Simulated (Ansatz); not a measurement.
**[SiH₃···H···H], doublet: transfer scan**

Starting geometry:

```xyz
6

Si   -0.0770    0.0000    0.0000
H    -0.5719    1.3997    0.0000
H    -0.5719   -0.6999    1.2122
H    -0.5719   -0.6999   -1.2122
H     1.4076    0.0000    0.0000
H     2.4530    0.0000    0.0000
```

From there H5 is moved from one fragment to the other while all else, the fragments' distance too, stays fixed; atoms are numbered as listed. Energies are in kJ/mol, counted from the starting geometry at the same level.

Basis cc-pVTZ; Ansatz 0.2.0. Correlated methods freeze the noble-gas cores. Prefix R: restricted or restricted open-shell reference; prefix U: unrestricted.

Full CI isn't at hand for all of this; UCCSDT(Q) serves as the reference, and is uncertain by about the last step of the cluster series. The frozen core follows each run's orbitals, which can shift R against U totals by a few meV.

```json
{"distance Si1-H5 (Å)": "1.485", "UCCSDT(Q)": "0.0", "error UHF": "0.0", "error RMP2": "0.0", "error UMP2": "0.0", "error UCCSD": "0.0", "error BCCD(T)": "0.0", "error RCCSDT(Q)": "0.0"}
{"distance Si1-H5 (Å)": "1.528", "UCCSDT(Q)": "-4.8", "error UHF": "3.6", "error RMP2": "0.7", "error UMP2": "1.4", "error UCCSD": "0.3", "error BCCD(T)": "0.1", "error RCCSDT(Q)": "0.0"}
{"distance Si1-H5 (Å)": "1.613", "UCCSDT(Q)": "-12.9", "error UHF": "9.5", "error RMP2": "0.9", "error UMP2": "3.4", "error UCCSD": "0.6", "error BCCD(T)": "0.1", "error RCCSDT(Q)": "0.0"}
{"distance Si1-H5 (Å)": "1.699", "UCCSDT(Q)": "-20.1", "error UHF": "12.4", "error RMP2": "1.4", "error UMP2": "3.6", "error UCCSD": "0.5", "error BCCD(T)": "0.2", "error RCCSDT(Q)": "0.0"}
{"distance Si1-H5 (Å)": "1.785", "UCCSDT(Q)": "-21.5", "error UHF": "11.5", "error RMP2": "1.5", "error UMP2": "2.4", "error UCCSD": "0.1", "error BCCD(T)": "0.1", "error RCCSDT(Q)": "0.0"}
```

Errors are those of relative energies. In total energy the starting point itself misses UCCSDT(Q) by: UHF 505.7, RMP2 101.6, UMP2 101.5, UCCSD 14.8, BCCD(T) 2.7, RCCSDT(Q) 0.0 kJ/mol.

Spread of the error over the points with a reference, to 1.785 Å (largest less smallest): RCCSDT(Q) 0.0, BCCD(T) 0.2, UCCSD 0.6, RMP2 1.5, UMP2 3.6, UHF 12.4 kJ/mol.
